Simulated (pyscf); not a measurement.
Single points on ωB97X-D3(BJ)/def2-SVP structures (PySCF, gas phase).

HS–GaH–SH + hydrogen (H₂) -> HS–GaH₂ + H₂S
Surface: singlet. Broken: Ga–S, H–H. Formed: Ga–H, H–S. Give ΔE‡ and ΔE from ωB97M-D3(BJ)/def2-TZVP, relative to the separated reactants.

ΔE‡ = 31.9 kcal/mol, ΔE = +16.3 kcal/mol. Zero-point energy shifts the barrier by +1.8 kcal/mol. It is a four-centre exchange, with an imaginary mode of 1303i cm⁻¹. On the product side the descent ends in an adduct with a Ga–S contact (not fully relaxed), 12.5 kcal/mol under the separated species and 24.4 kcal/mol under the saddle at ωB97X-D3(BJ)/def2-TZVP. What is counted as broken (Ga–S) persists as a longer contact in the product adduct; parting that adduct is a step of its own. One saddle was located; it need not be the lowest between these sides. Elements up to Kr have no core potential and no relativistic terms here.
